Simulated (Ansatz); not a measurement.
# BCl2H2: the cost of one run

Program: Ansatz 0.2.0. Level of theory: UKS revPBE-D4/6-31G*. These are calculated values, not measurements.

**1. The system as given**

Bond lengths: B1–Cl2 2.110 Å, B1–H3 1.190 Å, B1–H4 1.190 Å, Cl2–Cl5 2.340 Å. Angles: B1–Cl2–Cl5 180.0°, Cl2–B1–H3 120.0°, Cl2–B1–H4 120.0°, H3–B1–H4 120.0°.

Structure file:

```xyz
5

B     0.0000    0.0000    0.0000
Cl    0.0000    0.0000    2.1100
H     1.0305    0.0000   -0.5950
H    -1.0305    0.0000   -0.5950
Cl    0.0000    0.0000    4.4500
```

**2. A restrained relaxation towards end A**

Springs on the bonds that form and break draw the guess towards this end; the thresholds are loose.

Input file input.yaml:

```yaml
crystal:
  periodic: [false, false, false]
  atoms:
    - { symbol: B, position_ang: [0.0, 0.0, 0.0] }
    - { symbol: Cl, position_ang: [0.0, 0.0, 2.11] }
    - { symbol: H, position_ang: [1.0305, 0.0, -0.595] }
    - { symbol: H, position_ang: [-1.0305, 0.0, -0.595] }
    - { symbol: Cl, position_ang: [0.0, 0.0, 4.45] }
magnetization:
  spin_polarized: true
  initial_magnetization: 1
basis:
  gaussian: { orbitals: "6-31G*" }
hamiltonian:
  xc: revpbe
  dispersion: d4
relax:
  f_tol: 0.15
  max_steps: 25
  restrain:
    - { distance: [1, 4], at: 3.24, k: 30.0 }
    - { distance: [0, 1], at: 1.86, k: 30.0 }
```

Run with:

```bash
$ ansatz run input.yaml --threads 2 --pin off --max-ram 3072MiB --backend cpu --events-out ev --progress --plain --runs-dir out
```

**Question.** How long does this run take on 2 threads of Arm Neoverse V2, shared host, and how much memory does it need?

About 17 s, with a peak of 0.14 GiB.
